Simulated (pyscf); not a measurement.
Four-centre exchange: HO–Zn–OH + H₂Se → water (H₂O) + HO–Zn–SeH

Gas phase, singlet surface, charge 0. Bonds broken: O1–Zn2, Se6–H7. Bonds formed: O1–H7, Zn2–Se6. Single points on ωB97X-D3(BJ)/def2-SVP structures (PySCF, gas phase).

Transition state (Å):

```xyz
8

O     -1.7313    -0.5301     0.5304
Zn     0.0893    -0.2047     0.2839
O      1.5384     0.3430    -0.6163
H     -2.4672    -0.1548     0.0358
H      1.3529     0.5910    -1.5282
Se    -0.0022    -1.0468     2.7611
H     -1.3452    -0.8445     1.9731
H      0.0015     0.3235     3.2840
```

One imaginary mode, 394i cm⁻¹; descent along it reached the two sides named, in the forms told below.

| bond | change | reactant side (Å) | saddle | product side |
|---|---|---|---|---|
| O1–Zn2 | breaks | 1.815 | 1.866 | 2.182 |
| Se6–H7 | breaks | 1.475 | 1.570 | 3.2 |
| O1–H7 | forms | 2.105 | 1.526 | 0.963 |
| Zn2–Se6 | forms | 2.7 | 2.6 | 2.303 |

Electronic energies relative to the separated reactants (kcal/mol):

| level | barrier | reaction energy | reverse barrier |
|---|---|---|---|
| ωB97X-D3(BJ)/def2-TZVP | -6.5 | -20.6 | 14.1 |
| PBE/def2-TZVP | -4.9 | -17.3 | 12.5 |
| r²SCAN/def2-TZVP | -6.1 | -17.5 | 11.4 |
| B3LYP-D3(BJ)/def2-TZVP | -3.8 | -17.6 | 13.9 |
| PBE0-D3(BJ)/def2-TZVP | -6.2 | -19.7 | 13.5 |
| M06-2X/def2-TZVP | -6.9 | -19.8 | 12.8 |
| ωB97M-D3(BJ)/def2-TZVP | -2.6 | -17.9 | 15.3 |
| HF/def2-TZVP | 6.0 | -19.9 | 25.8 |

With ωB97M-D3(BJ)/def2-TZVP energies and thermal terms (ideal gas, 1 atm, RRHO with modes under 100 cm⁻¹ raised to 100, one conformer, R ln 2 for chiral ones without a mode under 150 cm⁻¹), in kcal/mol:

| T (K) | ΔH‡ | ΔG‡ | ΔH | ΔG |
|---|---|---|---|---|
| 298 | -2.7 | 7.4 | -15.8 | -16.1 |
| 600 | -2.3 | 17.5 | -15.7 | -16.5 |
| 900 | -1.7 | 27.3 | -15.8 | -16.9 |
| 1200 | -1.0 | 36.9 | -16.0 | -17.2 |

On the reactant side the descent ends in an adduct with a Se–Zn contact, 11.0 kcal/mol under the separated species and 4.5 kcal/mol under the saddle at ωB97X-D3(BJ)/def2-TZVP. On the product side the descent ends in an adduct with a O–Zn contact (not fully relaxed), 11.6 kcal/mol under the separated species and 25.8 kcal/mol under the saddle at ωB97X-D3(BJ)/def2-TZVP. At ωB97X-D3(BJ)/def2-TZVP, PBE, r²SCAN, B3LYP-D3(BJ), PBE0-D3(BJ), M06-2X, ωB97M-D3(BJ) the saddle lies under the separated reactants, which points to a path from their complex (located at ωB97X-D3(BJ) alone). What is counted as formed (Se–Zn) is already present as a longer contact in the reactant adduct; forming that adduct is a step of its own. What is counted as broken (O–Zn) persists as a longer contact in the product adduct; parting that adduct is a step of its own. This is the saddle that the search found; another between the same sides may lie lower. Elements up to Kr have no core potential and no relativistic terms here.
